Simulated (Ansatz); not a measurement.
# AlH₃NO, SMILES [NH2][Al][OH]: a composite energy at a relaxed geometry

Run with the Ansatz DFT code, driven from Python.

`alh3no.xyz`
```text
6

N    -1.10300    0.13890   -0.46320
Al    0.69360   -0.28970   -0.36720
O     1.40350   -0.72860    1.23940
H    -1.51720   -0.46200   -1.16140
H    -1.19450    1.13120   -0.91400
H     1.75960    0.14610    1.62020
```

The script, `composite_alh3no.py`:
```python
"""Relax AlH3NO cheaply, then refine its energy."""

import ansatz as az
import numpy as np

BASIS_SET = "def2-SVP"
FUNCTIONAL = "pbe0"

alh3no = az.Crystal.molecule_from_extxyz("alh3no.xyz")

calculation = (
    alh3no.calculation()
    .basis(gaussian=BASIS_SET)  # the orbital basis, by name
    .functional(FUNCTIONAL)
    .spin("collinear", total=1)  # two spin channels
    .scf(lower_state_search="standard")
)
symbols = [site.symbol for site in alh3no.cartesian_sites]
start = np.array([site.position_ang for site in alh3no.cartesian_sites], dtype=float)
summary = calculation.relax(force_tolerance=0.01).run(threads=1).report
end = np.array(summary["positions_ang"])
print("final positions (A) and the move of each atom")
for symbol, xyz, old in zip(symbols, end, start):
    print(f"{symbol:2s} {xyz[0]:10.5f} {xyz[1]:10.5f} {xyz[2]:10.5f}   {np.linalg.norm(xyz - old):7.4f}")

minimum = az.Crystal.molecule()
for symbol, place in zip(symbols, end):
    minimum = minimum.atom(symbol, place.tolist())
at_minimum = minimum.calculation().spin("collinear", total=1)
# MP2 extrapolated to the basis limit, plus the small-basis difference CCSD(T) - MP2
level = lambda method, basis: at_minimum.basis(gaussian=basis).correlation(method).run(threads=1).report
small, large, cluster = level("mp2", "cc-pVDZ"), level("mp2", "cc-pVTZ"), level("ccsd_t", "cc-pVDZ")
corr = lambda each: (each["free_energy_ev"] - each["reference_energy_ev"]) / 27.211386246
mp2_limit = (27 * corr(large) - 8 * corr(small)) / 19
pieces = {"HF / cc-pVTZ": large["reference_energy_ev"] / 27.211386246, "MP2 correlation, DZ-TZ limit": mp2_limit, "CCSD(T) - MP2 / cc-pVDZ": corr(cluster) - corr(small)}
for name, value in pieces.items():
    print(f"{name:32s} {value:14.6f} Ha")
print(f"{'sum':32s} {sum(pieces.values()):14.6f} Ha")
print("T1 diagnostic", round(cluster["correlation"]["coupled_cluster"]["t1_diagnostic"], 4))
```

```console
$ python composite_alh3no.py
final positions (A) and the move of each atom
N    -0.92413    0.24160   -0.77216    0.3715
Al    0.62077    0.57570    0.03459    0.9569
O     1.18972   -0.61257    1.13326    0.2654
H    -1.47724   -0.59675   -0.62166    0.5577
H    -1.37819    0.85238   -1.44042    0.6234
H     2.01108   -0.52445    1.62019    0.7162
HF / cc-pVTZ                        -373.106003 Ha
MP2 correlation, DZ-TZ limit          -0.566036 Ha
CCSD(T) - MP2 / cc-pVDZ               -0.028590 Ha
sum                                 -373.700629 Ha
T1 diagnostic 0.0168
```

These settings explore the input space; basis and method may be short of convergence. The sum leaves out core correlation, relativity, the Hartree-Fock basis error and zero-point energy; a DZ-TZ extrapolation is rough. The species is open-shell (spin multiplicity 2). Inner cores stay frozen, so this is valence correlation. For Al to Cl the sets with a tight d function, cc-pV(X+d)Z, are usual. An extrapolation from small basis sets is rough. Hardware and time: 47 s on 1 thread of Arm Neoverse V1, with other jobs on the host, peak memory 0.3 GiB.

(A comment or docstring line of the script was reworded after the run, the code is as it ran; lines on the test bed's own set-up are left out of the output.)
